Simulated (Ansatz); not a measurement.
Results of PBE0+SOC (plane waves, PAW; Ansatz, a quantum-chemistry and plane-wave program) for rutile SnO₂.

Run with plane-wave cutoff 460 eV, 6×6×6 k mesh, Fermi–Dirac smearing 0.01 eV, PAW data made under PBE.

Cell (measured lattice):

```xyz
6
Lattice="4.7374 0.0000 0.0000 0.0000 4.7374 0.0000 0.0000 0.0000 3.1864" Properties=species:S:1:pos:R:3 pbc="T T T"
Sn     0.0000     0.0000     0.0000
Sn     2.3687     2.3687     1.5932
O      1.4485     1.4485     0.0000
O      3.2889     3.2889     0.0000
O      0.9202     3.8172     1.5932
O      3.8172     0.9202     1.5932
```

### Question
Give the computed band gap.

### Answer

- band gap = 3.73 eV (on the SCF k mesh) (direct)

Measured, for comparison: band gap 3.81 eV (zero-point renormalisation of 215 meV (computed, non-adiabatic AHC, without the lattice-expansion part) added back here to the 1.8 K gap of; inputs from Miglio et al. (2020), arXiv:2011.12765). Computed (rounded) less measured: band gap -0.08 eV.

Note: cell and atoms aren't relaxed at this level (largest force component 0.02 eV/Å, pressure 1.5 GPa).
